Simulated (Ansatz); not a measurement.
A made-up structure of AlBH3Cl, closed shell:

B1  (-0.752, 0.263, -0.848)
Al2  (0.575, -0.033, 0.771)
Cl3  (-0.023, -1.201, -1.734)
H4  (-1.907, -0.052, -0.797)
H5  (-0.400, 0.746, -1.887)
H6  (0.902, 0.965, 1.956)
(Å)

It is relaxed with PBE-D4/def2-SVP and then PBE0-D4/def2-TZVP (Ansatz 0.2.0). Atoms count as bonded within 1.22 times the sum of their covalent radii (H–H: 0.88 Å). The end point is not checked to be a true minimum.

Q: Does its bonding change? (Judge from chemistry; the calculation decides.)

A: The calculation gives: Yes. Formed: Al2–Cl3; broken: B1–Cl3.

Where it ends: The first stage lowers the energy by 2.96 eV in 32 steps. It ends as AlBH₃Cl ([BH2][AlH][Cl]):
B1  (-1.124, 0.612, -1.034)
Al2  (0.410, -0.143, 0.210)
Cl3  (1.354, -1.907, -0.464)
H4  (-2.269, 0.279, -0.914)
H5  (-0.909, 1.392, -1.918)
H6  (0.934, 0.454, 1.580)
(Å)

Labels in which every atom is bracketed show which atoms are joined, not bond orders.

For scale, one of the runs: PBE0-D4/def2-TZVP relaxation, 123 basis functions, launched by `ansatz run in.yaml --threads 2 --pin off --events-out ev --progress --plain --max-ram 4352MiB`. Hardware: 2 CPU threads of an Arm Neoverse V2, shared host. Wall time about 9.5 s.
